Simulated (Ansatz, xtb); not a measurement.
## Isomers of C2H5Al in order of energy

5 gas-phase structures of C2H5Al, found in a search over its isomers (lower ones may exist). Each was relaxed with GFN2-xTB:

A. `C=[CH][AlH2]`, a singlet
B. `C[C][AlH2]`, a triplet
C. a singlet given by its coordinates
D. a singlet given by its coordinates
E. `C[CH2][Al]`, a singlet

C (Å):

```xyz
8

C     0.1111    0.5807    0.4282
C    -0.7930    0.1992   -0.9251
Al    1.0331   -0.4307   -0.9356
H    -0.3243    0.1607    1.3344
H     0.1904    1.6586    0.5681
H     2.2570   -1.1608   -1.5445
H    -1.1551    1.0925   -1.4335
H    -1.6597   -0.4100   -0.6712
```

Close contacts (Å): C1–C2 1.67, C1–Al3 1.93, C2–Al3 1.93, C1–H4 1.09, C1–H5 1.09, C2–H7 1.09, C2–H8 1.09, Al3–H6 1.55.

D (Å):

```yaml
atoms:
  - { symbol: C, position_ang: [-0.7373, 0.0603, -1.2098] }
  - { symbol: C, position_ang: [0.6684, 2.1141, 1.8005] }
  - { symbol: Al, position_ang: [-0.0632, 1.0556, 0.2373] }
  - { symbol: H, position_ang: [0.1862, -0.2806, -1.7247] }
  - { symbol: H, position_ang: [-1.1355, -0.8516, -0.7157] }
  - { symbol: H, position_ang: [0.9894, 1.4987, 2.6530] }
  - { symbol: H, position_ang: [1.5394, 2.7274, 1.5201] }
  - { symbol: H, position_ang: [-0.0843, 2.8160, 2.1964] }
```

Close contacts (Å): C1–Al3 1.88, C2–Al3 2.02, C1–H4 1.11, C1–H5 1.11, C2–H6 1.10, C2–H7 1.10, C2–H8 1.10.

Question: Estimate their order in r2SCAN-D4/def2-SVP energy at these geometries, lowest first.

Answer: Calculated order at r2SCAN-D4/def2-SVP: E (0.0), A (19.5), C (86.7), D (133.5), B (212.3) kJ/mol.

Energies above the lowest of each column, in kJ/mol; the last columns are at r2SCAN-D4/def2-TZVP geometries and were run for some of them only (a dash: not run or not comparable):

```
structure  GFN2-xTB  HF/STO-3G  r2SCAN-D4/def2-SVP  r2SCAN-D4/def2-TZVP  CCSD(T)/def2-TZVP
        E     103.7        0.0                 0.0                  0.0                0.0
        A       0.0       39.9                19.5                 10.5               19.3
        C     128.7      131.4                86.7                 76.2              101.4
        D     140.4      278.9               133.5                    –                  –
        B         –      140.6               212.3                    –                  –
```

CCSD(T)/def2-TZVP puts E lowest of those it was run on; GFN2-xTB picks A. Flexible structures stand in one conformer each, not always the lowest. Frequencies (r2SCAN-D4/def2-TZVP) were run for A, C, E alone. GFN2-xTB has no spin polarisation and isn't compared across spin states. Open shells are spin-unrestricted.

Over these structures GFN2-xTB departs from r2SCAN-D4/def2-SVP by 39.6 kJ/mol on average once a common shift is removed. A GFN2-xTB relaxation took about 0.35 s and the r2SCAN-D4/def2-SVP energy about 1.6 s on a shared host (Ansatz 0.2.0, xtb 6.7.1).
